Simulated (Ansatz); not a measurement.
# CH2Al: the cost of one run

Method: def2-QZVPP, core rule «outside noble gas», up to 6 orbitals frozen; program: Ansatz 0.2.0, Gaussian basis.

Plan: UHF; ROHF; CCSD(T) on UHF.

### Step 1. What is computed

The geometry is a PBE0/def2-TZVP stationary point (not a proven minimum) of the parent state, kept for this charge and spin.

4 atoms, charge 1, spin multiplicity 5.

Atoms are counted from 1 here; the program's logs count them from 0.

Bond lengths: Al1–C2 1.948 Å, C2–H3 1.088 Å, C2–H4 1.088 Å. Angles: Al1–C2–H3 122.6°, Al1–C2–H4 122.6°, H3–C2–H4 114.8°.

### Step 2. UHF

The input, in.yaml:

```yaml
crystal:
  periodic: [false, false, false]
  atoms:
    - {symbol: Al, position_ang: [0.000000, 0.000000, 0.695038]}
    - {symbol: C, position_ang: [0.000000, 0.000000, -1.252764]}
    - {symbol: H, position_ang: [0.000000, 0.916303, -1.838714]}
    - {symbol: H, position_ang: [0.000000, -0.916304, -1.838714]}
basis:
  gaussian: {orbitals: "def2-QZVPP.json"}
total_charge: 1
magnetization: {spin_polarized: true, initial_magnetization: 4}
hamiltonian: {xc: hf}
output: {orbitals: {seedname: orbitals}}
```

Launch:

```console
$ ansatz run in.yaml --threads 1 --pin off --events-out ev --progress --plain --max-ram 2393MiB
```

What time and memory should one allow on 1 thread of Arm Neoverse V1, shared host?

About 10 s, with a peak of 0.37 GiB.
